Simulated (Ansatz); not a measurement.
One element changed: atomization energies of HOSi, HOGe

Ansatz 0.2.0, basis cc-pVTZ; geometries are PBE0/def2-TZVP minima. Wave-function levels freeze the cores with the filled d shells of p-block atoms; HF, MP2 and coupled cluster are restricted for singlets and unrestricted otherwise, atoms included, restricted open-shell where a d shell is frozen. The reference is CCSDT(Q) (coupled cluster only where its series has nearly closed). An error is the level's value less the reference. None of these values is a measured one. Energies are electronic, without zero-point terms. No spin–orbit coupling and no scalar relativity. The species are chosen: bound, without strong static correlation by their natural occupations or amplitudes, in their lowest spin state as far as vertical gaps and like structures tell, and with a ladder that closes on the reference, so errors are smaller than for species at large; levels whose determinant breaks symmetry or spin markedly are left out.

| species | bonds (Å) | quantity | symmetry of the states | reference | value (kcal/mol) | error CCSD | error CCSD(T) | error CCSDT |
| --- | --- | --- | --- | --- | --- | --- | --- | --- |
| HOSi, doublet | O–Si 1.650, O–H 0.962, angle at O 119° | atomization | A' | CCSDT(Q) | 216.5 | -4.8 | -0.1 | -0.4 |
| HOGe, doublet | O–Ge 1.786, O–H 0.962, angle at O 115° | atomization | A' | CCSDT(Q) | 200.8 | -5.3 | -0.1 | -0.4 |

The reference falls from Si to Ge, by 15.7 kcal/mol in all.
